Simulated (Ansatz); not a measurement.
BiOBr (P4/nmm, No. 129), treated with B3LYP (VWN-RPA form) in Ansatz (plane waves, PAW).

Run with plane-wave cutoff 460 eV, 6×6×4 k mesh (along the axes of the cell as run), Fermi–Dirac smearing 0.01 eV, scalar-relativistic PAW data made under PBE.

Cell (measured lattice):

```xyz
6
Lattice="3.9160 0.0000 0.0000 0.0000 3.9160 0.0000 0.0000 0.0000 8.0770" Properties=species:S:1:pos:R:3 pbc="T T T"
Bi     0.0000     1.9580     1.2439
Bi     1.9580     0.0000     6.8331
O      0.0000     0.0000     0.0000
O      1.9580     1.9580     0.0000
Br     0.0000     1.9580     5.2743
Br     1.9580     0.0000     2.8027
```

Task: What does this level give for the band gap, smallest direct gap on the k points sampled and direct gap at Γ?

Result: 
- band gap = 3.49 eV
- smallest direct gap on the k points sampled = 3.68 eV
- direct gap at Γ = 4.39 eV

Note: cell and atoms aren't relaxed at this level (largest force component 0.14 eV/Å, pressure 4.7 GPa).

Spin–orbit coupling is not included; with these elements it can move the gap by several tenths of an eV or more.

Static lattice: no zero-point or thermal effects.

The result took very roughly 10 core-minutes.

Ansatz is a first-principles code.
